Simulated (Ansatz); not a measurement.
This Ansatz (a first-principles code) input (MP2/cc-pV5Z) gives -40.43125 Eh with 311 basis functions.

Ansatz 0.2 input:
```yaml
crystal:
  periodic: [false, false, false]
  atoms:
    - {symbol: C, position_ang: [-0.00000000, 0.00000000, -0.00000000]}
    - {symbol: H, position_ang: [0.62054657, 0.62688914, 0.63896175]}
    - {symbol: H, position_ang: [-0.64285838, -0.62489528, 0.61852983]}
    - {symbol: H, position_ang: [0.63693263, -0.63278043, -0.61664082]}
    - {symbol: H, position_ang: [-0.61462083, 0.63078657, -0.64085076]}
basis:
  gaussian:
    orbitals: cc-pV5Z
magnetization: {spin_polarized: false}
correlation: {method: mp2, electrons: outside_noble_gas}
```

Change:
```diff
- orbitals: cc-pV5Z
+ orbitals: aug-pcseg-3
```

Problem. What does the run give now?

Solution. -40.42557 Eh (MP2/aug-pcseg-3, 281 functions), a change of +5.68 mEh.
